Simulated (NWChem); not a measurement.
System: propene (C3H6); SMILES CC=C

Excerpt of the output:

```
             Northwest Computational Chemistry Package (NWChem) 7.3.0
             --------------------------------------------------------

 CS  symmetry detected

                             Geometry "geometry" -> ""
                             -------------------------

 Output coordinates in angstroms (scale by  1.889725989 to convert to a.u.)

  No.       Tag          Charge          X              Y              Z
 ---- ---------------- ---------- -------------- -------------- --------------
    1 C                    6.0000    -0.16824491    -1.23659642     0.00000000
    2 C                    6.0000     0.45448695     0.12709459     0.00000000
    3 C                    6.0000    -0.21560439     1.29249102     0.00000000
    4 H                    1.0000     0.14998174    -1.82459634    -0.88809700
    5 H                    1.0000     0.14998174    -1.82459634     0.88809700
    6 H                    1.0000    -1.27537137    -1.18494281     0.00000000
    7 H                    1.0000     1.56041297     0.15494964     0.00000000
    8 H                    1.0000    -1.31863051     1.32111209     0.00000000
    9 H                    1.0000     0.30979955     2.26013863     0.00000000

 Effective nuclear repulsion energy (a.u.)      70.1076062172

      Symmetry information
      --------------------

 Group name             Cs
 Group number              2
 Group order               2
 No. of unique centers     8

                                 NWChem DFT Module
                                 -----------------

 Summary of "ao basis" -> "ao basis" (spherical)
 ------------------------------------------------------------------------------
       Tag                 Description            Shells   Functions and Types
 ---------------- ------------------------------  ------  ---------------------
 C                         def2-tzvp                11       31   5s3p2d1f
 H                         def2-tzvp                 4        6   3s1p

      Symmetry analysis of basis
      --------------------------

        a'         89
        a"         40

            General Information
            -------------------
          SCF calculation type: DFT
          Wavefunction type:  closed shell.
          No. of atoms     :     9
          No. of electrons :    24
           Alpha electrons :    12
            Beta electrons :    12
          Charge           :     0
          Spin multiplicity:     1
          Use of symmetry is: on ; symmetry adaption is: on
          Maximum number of iterations: 150
          AO basis - number of functions:   129
                     number of shells:    57
          Convergence on energy requested:  1.00D-06
          Convergence on density requested:  1.00D-05
          Convergence on gradient requested:  5.00D-04

              XC Information
              --------------
                    Becke 1988 Exchange Functional  1.000
              Lee-Yang-Parr Correlation Functional  1.000

             Grid Information
             ----------------
          Grid used for XC integration:  xfine
          Radial quadrature: Mura-Knowles
          Angular quadrature: Lebedev.
          Tag              B.-S. Rad. Rad. Pts. Rad. Cut. Ang. Pts.
          ---              ---------- --------- --------- ---------
          C                   0.70      100          11.0      1454
          H                   0.35      100          12.0      1202
          Grid pruning is: on
          Number of quadrature shells:   800
          Spatial weights used:  Erf1

      Superposition of Atomic Density Guess
      -------------------------------------

 Sum of atomic energies:        -116.01283981

      Non-variational initial energy
      ------------------------------

 Total energy =    -117.861342
 1-e energy   =    -292.306216
 2-e energy   =     104.337268
 HOMO         =      -0.311676
 LUMO         =       0.006173

      Symmetry analysis of molecular orbitals - initial
      -------------------------------------------------

  Numbering of irreducible representations:

     1 a'          2 a"

  Orbital symmetries:

     1 a'          2 a'          3 a'          4 a'          5 a'
     6 a'          7 a'          8 a"          9 a'         10 a'
    11 a'         12 a"         13 a"         14 a'         15 a'
    16 a'         17 a'         18 a"         19 a'         20 a'
    21 a'         22 a"

   convergence    iter        energy       DeltaE   RMS-Dens  Diis-err
 ---------------- ----- ----------------- --------- --------- ---------
 d= 0,ls=0.0,diis     1   -117.8431906201 -1.88D+02  3.49D-03  5.23D-01
 d= 0,ls=0.0,diis     2   -117.8770971414 -3.39D-02  2.04D-03  3.84D-02
 d= 0,ls=0.0,diis     3   -117.8656896497  1.14D-02  1.34D-03  1.24D-01
 d= 0,ls=0.0,diis     4   -117.8819469586 -1.63D-02  3.03D-04  3.80D-03
 d= 0,ls=0.0,diis     5   -117.8824074839 -4.61D-04  9.26D-05  4.13D-04
  Resetting Diis
 d= 0,ls=0.0,diis     6   -117.8824617336 -5.42D-05  1.56D-05  8.08D-06
 d= 0,ls=0.0,diis     7   -117.8824628276 -1.09D-06  6.65D-06  2.80D-07
 d= 0,ls=0.0,diis     8   -117.8824628137  1.39D-08  3.80D-06  3.73D-07

         Total DFT energy =     -117.882462813684
      One electron energy =     -295.724204545344
           Coulomb energy =      126.128575486006
    Exchange-Corr. energy =      -18.394439971555
 Nuclear repulsion energy =       70.107606217209

 Numeric. integr. density =       23.999999904812

                  Occupations of the irreducible representations
                  ----------------------------------------------

                     irrep           alpha         beta
                     --------     --------     --------
                     a'               10.0         10.0
                     a"                2.0          2.0

                       DFT Final Molecular Orbital Analysis
                       ------------------------------------

 Vector   10  Occ=2.000000D+00  E=-3.239519D-01  Symmetry=a'
              MO Center= -1.3D-01, -4.7D-01,  7.6D-15, r^2= 2.9D+00
   Bfn.  Coefficient  Atom+Function         Bfn.  Coefficient  Atom+Function
  ----- ------------  ---------------      ----- ------------  ---------------
    69      0.209941  3 C  py                 7      0.204961  1 C  py
     6     -0.184217  1 C  px               107      0.175753  6 H  s
    38     -0.168516  2 C  py                10      0.140602  1 C  py
   125      0.132362  9 H  s                 72      0.126617  3 C  py
    95     -0.127128  4 H  s                101     -0.127128  5 H  s

 Vector   11  Occ=2.000000D+00  E=-3.007914D-01  Symmetry=a'
              MO Center=  1.0D-01,  3.5D-01, -3.6D-17, r^2= 2.9D+00
   Bfn.  Coefficient  Atom+Function         Bfn.  Coefficient  Atom+Function
  ----- ------------  ---------------      ----- ------------  ---------------
    37      0.219081  2 C  px               113      0.200243  7 H  s
    68     -0.181526  3 C  px               119      0.165852  8 H  s
   125     -0.150064  9 H  s                  6     -0.147897  1 C  px
     7     -0.141768  1 C  py                40      0.137960  2 C  px
   112      0.134492  7 H  s                114      0.131388  7 H  s

 Vector   12  Occ=2.000000D+00  E=-2.219792D-01  Symmetry=a"
              MO Center=  7.8D-02,  5.5D-01, -3.3D-16, r^2= 2.1D+00
   Bfn.  Coefficient  Atom+Function         Bfn.  Coefficient  Atom+Function
  ----- ------------  ---------------      ----- ------------  ---------------
    70      0.303923  3 C  pz                39      0.276599  2 C  pz
    73      0.248658  3 C  pz                42      0.224689  2 C  pz
    76      0.184568  3 C  pz                45      0.155661  2 C  pz
    95      0.098209  4 H  s                101     -0.098209  5 H  s
     8     -0.094140  1 C  pz                96      0.086167  4 H  s

 Vector   13  Occ=0.000000D+00  E=-2.197365D-02  Symmetry=a"
              MO Center=  9.4D-02,  6.1D-01,  2.3D-16, r^2= 2.7D+00
   Bfn.  Coefficient  Atom+Function         Bfn.  Coefficient  Atom+Function
  ----- ------------  ---------------      ----- ------------  ---------------
    45      0.634433  2 C  pz                76     -0.618879  3 C  pz
    39      0.333083  2 C  pz                70     -0.302055  3 C  pz
    42      0.277084  2 C  pz                73     -0.243882  3 C  pz
    96      0.188431  4 H  s                102     -0.188431  5 H  s
    14     -0.097108  1 C  pz                95      0.065579  4 H  s

[...]

                         DFT ENERGY GRADIENTS

    atom               coordinates                        gradient
                 x          y          z           x          y          z
   1 C      -0.317937  -2.336828   0.000000    0.003520   0.008421   0.000000
   2 C       0.858856   0.240174   0.000000   -0.004302  -0.009064   0.000000
   3 C      -0.407433   2.442454   0.000000   -0.000157   0.000447   0.000000
   4 H       0.283424  -3.447987  -1.678260    0.001825  -0.003351  -0.004751
   5 H       0.283424  -3.447987   1.678260    0.001825  -0.003351   0.004751
   6 H      -2.410102  -2.239217   0.000000   -0.006407   0.000219   0.000000
   7 H       2.948753   0.292812   0.000000    0.007348   0.000273   0.000000
   8 H      -2.491850   2.496540   0.000000   -0.007685  -0.000272   0.000000
   9 H       0.585436   4.271043   0.000000    0.004034   0.006677   0.000000
```

Level: BLYP/def2-TZVP. Structure relaxed at the PBE-D3(BJ)/def2-SVP level.

**Question.** Which NWChem input produces such a log?

**Answer.** One answer among several that fit: the input that was run:
```
start job
memory heap 200 mb stack 900 mb global 1100 mb
geometry units angstroms noautoz
  C     -0.166705    -1.233762     0.000000
  C      0.453203     0.131215     0.000000
  C     -0.219299     1.295222     0.000000
  H      0.152738    -1.821102    -0.888097
  H      0.152738    -1.821102     0.888097
  H     -1.273936    -1.184400     0.000000
  H      1.559069     0.161359     0.000000
  H     -1.322382     1.321560     0.000000
  H      0.304101     2.263955     0.000000
end
basis spherical
  * library def2-tzvp
end
dft
  xc becke88 lyp
  iterations 150
  grid xfine
end
task dft gradient
```
